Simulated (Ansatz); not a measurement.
# Redistribution: C2H4F2O + C2H4ClF → C2H5FO + C2H3ClF2

Species: C2H4F2O `COC(F)F`, singlet; C2H4ClF (1-chloro-1-fluoroethane) `CC(F)Cl`, singlet; C2H5FO (methoxymethyl fluoride) `COCF`, singlet; C2H3ClF2 (1-chloro-1,1-difluoroethane) `CC(F)(F)Cl`, singlet. The partners trade F for H; both sit on C, so the bond types are kept.

Shapes, held fixed at every level: PBE0-D4/def2-TZVP. Flexible molecules stand in one conformer, not always the lowest. Programs: Ansatz 0.2.0. The zero-point and thermal change to 298 K, harmonic and unscaled (PBE0-D4/def2-TZVP), is -1.4 kJ/mol.

(1) Estimate ΔH(298 K) of this reaction.

## Answers

(1) The highest level, CCSD(T)/CBS estimate, gives ΔH(298 K) = +12.7 kJ/mol; the levels span +9.6 to +19.7. The column of differences is taken from that level and isn't an error. No measured value is set beside it here. The CBS estimate extrapolates MP2 from def2-TZVPP and def2-QZVPP and adds CCSD(T) − MP2 in the triple-zeta set, cores frozen.

```
               level                   kind  ΔH(298 K) (kJ/mol)  less CCSD(T)/CBS estimate
         HF/def2-SVP           Hartree–Fock               +19.7                       +7.0
    SPW92/def2-TZVPP                    LDA                +9.6                       -3.1
 B3LYP-D4/def2-TZVPP          global hybrid               +11.5                       -1.2
  PBE0-D4/def2-TZVPP          global hybrid               +13.0                       +0.3
      MP2/def2-TZVPP    perturbation theory               +13.9                       +1.2
    CCSD(T)/def2-SVP  coupled cluster or CI               +11.6                       -1.1
     CCSD/def2-TZVPP  coupled cluster or CI               +15.0                       +2.3
CCSD(T)/CBS estimate  coupled cluster or CI               +12.7                        0.0
```
